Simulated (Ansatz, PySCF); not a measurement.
Potential energy curve for SMILES C=C=O (C2H2O). The C1–C4 bond (C1 also carries H, H; C4 carries O) is stretched with both fragments frozen at the PBE0/def2-TZVP optimised geometry.

- UHF/def2-TZVP, density fitting (PySCF)
- RHF/def2-TZVP, density fitting (PySCF)
- UKS-PBE0 = unrestricted PBE0/def2-TZVP in PySCF
- RKS-PBE0 = restricted PBE0/def2-TZVP run with PySCF
- UKS-B3LYP = unrestricted B3LYP/def2-TZVP (PySCF)
- RKS-B3LYP = restricted B3LYP/def2-TZVP (PySCF)
- UKS-PBE = unrestricted PBE/def2-TZVP (Ansatz, a first-principles code)
- RKS-PBE = restricted PBE/def2-TZVP run with Ansatz
- UKS-B3LYP/6-31G* = PySCF with unrestricted B3LYP/6-31G*, spherical d
- RKS-B3LYP/6-31G* = restricted B3LYP/6-31G*, spherical d (PySCF 2.14.0)
- UKS-B3LYP/6-311+G** = unrestricted B3LYP/6-311+G**, spherical d in PySCF 2.14.0
- RKS-B3LYP/6-311+G** = restricted B3LYP/6-311+G**, spherical d run with PySCF 2.14.0
- UKS-B3LYP/LANL2DZ = unrestricted B3LYP/LANL2DZ in PySCF
- RKS-B3LYP/LANL2DZ = restricted B3LYP/LANL2DZ (PySCF)

Scanned distances (Å): 0.98, 1.04, 1.11, 1.17, 1.23, 1.25, 1.31, 1.34, 1.39, 1.45, 1.50, 1.62, 1.78, 1.98, 2.16, 2.34, 2.61, 2.91, 3.22, 3.53, 3.91.

Task: Where does the unrestricted solution first break spin symmetry (<S²> of 0.01 or more)?

Result: UHF: between 1.78 and 1.98 Å; UKS-PBE0: between 1.78 and 1.98 Å; UKS-B3LYP: between 1.78 and 1.98 Å; UKS-PBE: between 1.78 and 1.98 Å; UKS-B3LYP/6-31G*: between 1.78 and 1.98 Å; UKS-B3LYP/6-311+G**: between 1.78 and 1.98 Å; UKS-B3LYP/LANL2DZ: between 1.78 and 1.98 Å.

| R / Å | <S²> UHF | E(RHF) − E(UHF) / kJ/mol | <S²> UKS-PBE0 | E(RKS-PBE0) − E(UKS-PBE0) / kJ/mol | <S²> UKS-B3LYP | E(RKS-B3LYP) − E(UKS-B3LYP) / kJ/mol | <S²> UKS-PBE | E(RKS-PBE) − E(UKS-PBE) / kJ/mol | <S²> UKS-B3LYP/6-31G* | E(RKS-B3LYP/6-31G*) − E(UKS-B3LYP/6-31G*) / kJ/mol | <S²> UKS-B3LYP/6-311+G** | E(RKS-B3LYP/6-311+G**) − E(UKS-B3LYP/6-311+G**) / kJ/mol | <S²> UKS-B3LYP/LANL2DZ | E(RKS-B3LYP/LANL2DZ) − E(UKS-B3LYP/LANL2DZ) / kJ/mol |
|---|---|---|---|---|---|---|---|---|---|---|---|---|---|---|
| 0.98 | 0.00 | 0.0 | 0.00 | 0.0 | 0.00 | 0.0 | 0.00 | 0.0 | 0.00 | 0.0 | 0.00 | 0.0 | 0.00 | 0.0 |
| 1.04 | 0.00 | 0.0 | 0.00 | 0.0 | 0.00 | 0.0 | 0.00 | 0.0 | 0.00 | 0.0 | 0.00 | 0.0 | 0.00 | 0.0 |
| 1.11 | 0.00 | 0.0 | 0.00 | 0.0 | 0.00 | 0.0 | 0.00 | 0.0 | 0.00 | 0.0 | 0.00 | 0.0 | 0.00 | 0.0 |
| 1.17 | 0.00 | 0.0 | 0.00 | 0.0 | 0.00 | 0.0 | 0.00 | 0.0 | 0.00 | 0.0 | 0.00 | 0.0 | 0.00 | 0.0 |
| 1.23 | 0.00 | 0.0 | 0.00 | 0.0 | 0.00 | 0.0 | 0.00 | 0.0 | 0.00 | 0.0 | 0.00 | 0.0 | 0.00 | 0.0 |
| 1.25 | 0.00 | 0.0 | 0.00 | 0.0 | 0.00 | 0.0 | 0.00 | 0.0 | 0.00 | 0.0 | 0.00 | 0.0 | 0.00 | 0.0 |
| 1.31 | 0.00 | 0.0 | 0.00 | 0.0 | 0.00 | 0.0 | 0.00 | 0.0 | 0.00 | 0.0 | 0.00 | 0.0 | 0.00 | 0.0 |
| 1.34 | 0.00 | 0.0 | 0.00 | 0.0 | 0.00 | 0.0 | 0.00 | 0.0 | 0.00 | 0.0 | 0.00 | 0.0 | 0.00 | 0.0 |
| 1.39 | 0.00 | 0.0 | 0.00 | 0.0 | 0.00 | 0.0 | 0.00 | 0.0 | 0.00 | 0.0 | 0.00 | 0.0 | 0.00 | 0.0 |
| 1.45 | 0.00 | 0.0 | 0.00 | 0.0 | 0.00 | 0.0 | 0.00 | 0.0 | 0.00 | 0.0 | 0.00 | 0.0 | 0.00 | 0.0 |
| 1.50 | 0.00 | 0.0 | 0.00 | 0.0 | 0.00 | 0.0 | 0.00 | 0.0 | 0.00 | 0.0 | 0.00 | 0.0 | 0.00 | 0.0 |
| 1.62 | 0.00 | 0.0 | 0.00 | 0.0 | 0.00 | 0.0 | 0.00 | 0.0 | 0.00 | 0.0 | 0.00 | 0.0 | 0.00 | 0.0 |
| 1.78 | 0.00 | 0.0 | 0.00 | 0.0 | 0.00 | 0.0 | 0.00 | 0.0 | 0.00 | 0.0 | 0.00 | 0.0 | 0.00 | 0.0 |
| 1.98 | 0.86 | 50.8 | 0.38 | 4.8 | 0.26 | 2.1 | 0.04 | 0.0 | 0.36 | 4.3 | 0.25 | 1.8 | 0.16 | 0.7 |
| 2.16 | 1.03 | — | 0.93 | 63.0 | 0.91 | 51.9 | 0.84 | 38.6 | 0.93 | 62.0 | 0.91 | 51.3 | 0.87 | 44.1 |
| 2.34 | 1.02 | — | 1.01 | 136.2 | 1.01 | 121.0 | 1.00 | — | 1.01 | 136.0 | 1.01 | 120.1 | 1.00 | 109.4 |
| 2.61 | 0.95 | — | 0.96 | — | 0.95 | — | 0.97 | — | 0.95 | — | 0.95 | — | 0.97 | — |
| 2.91 | 0.91 | — | 0.90 | — | 0.88 | — | 0.91 | — | 0.88 | — | 0.88 | — | 0.92 | — |
| 3.22 | 0.88 | — | 0.87 | — | 0.84 | — | 0.87 | — | 0.85 | — | 0.84 | — | 0.88 | — |
| 3.53 | 0.87 | — | 0.85 | — | 0.82 | — | 0.86 | — | 0.83 | — | 0.82 | — | 0.86 | — |
| 3.91 | 0.86 | — | 0.84 | — | 0.81 | — | 0.85 | — | 0.82 | — | 0.81 | — | 0.85 | — |

Dashes: no converged value, or the column stops at the first point that the program doubted or that broke a chosen test of continuity, which isn't proof of a fault.
